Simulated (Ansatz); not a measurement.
A calculation with Ansatz (development build ahead of 0.2.0).

```yaml
crystal:
  periodic: [false, false, false]
  atoms:
    - { symbol: B, position_ang: [0.0, 0.0, 0.0] }
    - { symbol: Al, position_ang: [1.29306, 1.72408, 3.73273] }
basis:
  gaussian: { orbitals: "6-31G" }
hamiltonian:
  xc: hf
correlation:
  method: fci
  frozen_orbitals: { Al: 5, B: 1 }
```

The input is written out in the form of the current development build from the run's settings.

Output:

```json
{
 "Converged": "yes",
 "Total energy": "-266.45071 hartree",
 "State": "lowest singlet root, of any spatial symmetry"
}
```
